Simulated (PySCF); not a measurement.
**Calculated NMR parameters of C=CC#CC**

```yaml
Formula: C5H6
SMILES: C=CC#CC
InChI: InChI=1S/C5H6/c1-3-5-4-2/h3H,1H2,2H3
Point_group_of_the_computed_structure: C1
Degrees_of_unsaturation: 3
Carbon_signals: 5
Proton_signals: 4
```

Mapped SMILES: `[CH2:1]=[CH:2][C:3]#[C:4][CH3:5]` (H(Xn): hydrogen on atom n). Ha(C1) is cis to C3; Hb(C1) is trans to C3.

[PySCF 2.14: B97-2/pcSseg-2 with gauge-including orbitals; PBE0-D3(BJ)/def2-TZVP geometry; J: B3LYP/pcJ-2 (without the spin–dipole term); isolated molecule; fast rotation and ring inversion assumed for equivalent nuclei; a single conformation; non-relativistic Hamiltonian]

Referencing at the same level of theory: TMS for 1H and 13C.

| carbon | δC, type | δH (multiplicity, J in Hz) | HMBC from (abs. J ≥ 3 Hz) | span of the C tensor (ppm) |
| --- | --- | --- | --- | --- |
| C1 | 133.6, CH2 | Ha(C1) 5.82 (ddq, 19.1, 3.1, 1.2); Hb(C1) 5.62 (ddq, 13.4, 3.1, 1.1) | – | 236 |
| C2 | 127.3, CH | 6.11 (ddq, 19.1, 13.4, 3.5) | – | 218 |
| C3 | 84.7, C | – | Ha(C1), Hb(C1), H(C5) | 267 |
| C4 | 96.8, C | – | H(C2), H(C5) | 194 |
| C5 | 6.1, CH3 | 2.04 (dt, 3.5, 1.1) | – | 23 |

Selected couplings (Hz, signed; the shortest-range and largest first, 30 at most; isotopes 13C, 1H): 1J(C3,C4) 194.2, 1J(C1,Hb(C1)) 168.1, 1J(C1,Ha(C1)) 167.9, 1J(C2,H(C2)) 167.0, 1J(C5,H(C5)) 136.0, 1J(C2,C3) 95.5, 1J(C1,C2) 74.3, 1J(C4,C5) 73.8, 2J(C2,C4) 15.3, 2J(C3,C5) 13.8, 2J(Ha(C1),Hb(C1)) 3.1, 3J(Ha(C1),H(C2)) 19.1, 3J(Hb(C1),H(C2)) 13.4, 3J(C1,C4) 3.1, 3J(C2,C5) 1.8, 4J(C1,C5) -1.5.

Carbon types of the structure: 2 × C, 1 × CH, 1 × CH2, 1 × CH3, which accounts for all hydrogens. δC 133.6: terminal =CH2 carbon; the olefinic region. δC 127.3: alkene CH; an sp2 carbon of a C=C bond. δC 96.8, 84.7: alkyne carbon; the triple bond shields along its axis, which puts it between sp3 and sp2 carbons. δC 6.1: propargylic methyl carbon; a saturated carbon with 1 carbon neighbour and no heteroatom attached. δH 6.11: hydrogen on an alkene CH; a vinylic proton, deshielded by the sp2 carbon and the C=C anisotropy. The protons at 5.82 and 6.11 share a coupling of 19.1 Hz (vicinal, trans across C=C). The protons at 5.62 and 6.11 share a coupling of 13.4 Hz (vicinal, cis across C=C). The protons at 5.82 and 5.62 share a coupling of 3.1 Hz (geminal).

Multiplet labels drop couplings under 1 Hz and merge nearly equal ones. Shifts are as computed. Against solution values, carbons near 30 ppm lie about +3 ppm off and those near 130 ppm about +7 ppm. Of 1309 compounds with measured shifts, 239 miss one by over three times the rms of a fit or turn the order of signals round; such compounds aren't used in these exercises.
